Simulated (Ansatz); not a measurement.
`[CH3][MgH]` + H₂S → `[MgH][SH]` + CH₄ at 600 K and 1 bar (ligand exchange at a Mg–C bond).

Computed with Ansatz on PBE0-D4/def2-TZVP structures; ΔE is electronic, products minus reactants. CCSD(T)/CBS is the MP2 limit (def2-TZVPP, def2-QZVPP) plus CCSD(T) − MP2 in def2-TZVPP, frozen cores. This one scheme is used for every species. For Mg outer-core shells are correlated without core-valence functions, which leaves a few kJ/mol of doubt a bond.

| species | CCSD(T)/CBS energy (Eh) | H − E (kJ/mol) | S (J/(mol·K)) |
| --- | --- | --- | --- |
| `[CH3][MgH]` | -240.32644 | 139.0 | 302.6 |
| H₂S | -398.97279 | 60.8 | 230.9 |
| `[MgH][SH]` | -598.89578 | 67.9 | 309.0 |
| CH₄ | -40.46206 | 140.4 | 215.7 |

H − E and S are ideal-gas, rigid-rotor, harmonic terms from PBE0-D4/def2-TZVP. 1 Eh = 2625.50 kJ/mol, R = 8.31446 J/(mol·K).

By hand: ΔE, ΔH, ΔS and ΔG.

ΔE = (-598.89578) + (-40.46206) − (-240.32644) − (-398.97279) = -0.05861 Eh = -153.9 kJ/mol. Δ(H − E) = 67.9 + 140.4 − 139.0 − 60.8 = 8.5, so ΔH = -145.4 kJ/mol. ΔS = 309.0 + 215.7 − 302.6 − 230.9 = -8.8 J/(mol·K). ΔG = -145.4 − 600 × (-8.8)/1000 = -140.1 kJ/mol.

By hand: the equilibrium constant, and the temperature at which ΔG would vanish if ΔH and ΔS stayed fixed.

log₁₀ K = −ΔG/(RT ln 10) = 12.2. ΔG = 0 at ΔH/ΔS = 16523 K, far beyond where these terms or the molecules hold.

The number of gas molecules stays the same, so ΔS is small and ΔH decides. A doubt of 5 kJ/mol in ΔE shifts log₁₀ K by 0.4 here. These are equilibria of isolated gas molecules and say nothing of rates. Largest T1 diagnostic: 0.009 (customary marks: 0.02 for closed shells, 0.045 for open ones).
